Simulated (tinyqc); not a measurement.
Hueckel theory of the pi electrons with the omega technique, for the molecule C=CN (SMILES; centres numbered as the heavy atoms are written), step by step. One step of it, computed by the program tinyqc.

Problem. Orbitals, round 1. Diagonalise; E = alpha + x beta with beta < 0, so the largest x are filled first; degenerate levels share their electrons. P = sum n_i c_ri c_si; each orbital has its largest coefficient positive (the first on a tie).

Hueckel matrix in units of beta (H = alpha + beta A), lower triangle:
```
          1C        2C        3N
1C  0.000000
2C  1.000000  0.000000
3N  0.000000  0.700000  1.610000
```

pi electrons, sum of z_r less the charge = 4

Give: x values; occupations; coefficients; charge and bond-order matrix P.

Solution.

x values: 1.9507  0.7540  -1.0947

occupations: 2.0000  2.0000  0.0000

coefficients:
```
       MO1      MO2      MO3
1C  0.2189   0.7164  -0.6625
2C  0.4270   0.5401   0.7252
3N  0.8773  -0.4417  -0.1877
```

charge and bond-order matrix P, lower triangle:
```
         1C      2C      3N
1C   1.1223
2C   0.9608  0.9482
3N  -0.2487  0.2722  1.9295
```
